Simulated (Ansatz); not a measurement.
**Worked example: building the atomization energy of CCl₄, singlet**

Measured: the G2/97 heats of formation, with zero-point and thermal terms from B3LYP taken off, give an electronic atomization energy of 312.5 kcal/mol (Curtiss et al., J. Chem. Phys. 106, 1063 (1997); Staroverov et al., J. Chem. Phys. 119, 12129 (2003)). The calculation below tries to reproduce it.

Geometry (MP2(full)/6-31G*, from the G2/97 set):

```xyz
5

C     0.0000    0.0000    0.0000
Cl    1.0213    1.0213    1.0213
Cl   -1.0213   -1.0213    1.0213
Cl   -1.0213    1.0213   -1.0213
Cl    1.0213   -1.0213   -1.0213
```

Atomization energies (atoms less molecule, kcal/mol) from Ansatz 0.2.0, frozen cores, restricted molecule, unrestricted atoms, sets cc-pV(D+d)Z, cc-pV(T+d)Z, cc-pV(Q+d)Z:

| level | DZ | TZ | QZ |
| --- | --- | --- | --- |
| HF | 171.50 | 178.67 | 179.35 |
| CCSD(T) | 274.39 | 296.36 | 307.01 |
| CCSDT | 273.98 | – | – |
| CCSDT(Q) | 274.84 | – | – |

Task: Extrapolate Hartree–Fock with exp(−5.46 √X) and the CCSD(T) correlation part with X⁻³ (X = 3, 4), add each higher step from the largest set that has it, and compare with the measured value.

Result: Hartree–Fock: 179.35 + (179.35 − 178.67) × 0.301 = 179.55.
Correlation: TZ 117.69, QZ 127.66; (64 × 127.66 − 27 × 117.69) / 37 = 134.94.
Full triples (DZ): 273.98 − 274.39 = -0.41.
(Q) (DZ): 274.84 − 273.98 = 0.86.
Sum: 314.9 kcal/mol, 2.4 above the measured 312.5.

The steps beyond CCSD(T) add 0.45 kcal/mol, while going from QZ to the limit adds 7.48. Core correlation, scalar relativity, spin–orbit terms and the relaxation from this MP2 geometry are missing from the sum, and the measured value has its own uncertainty.
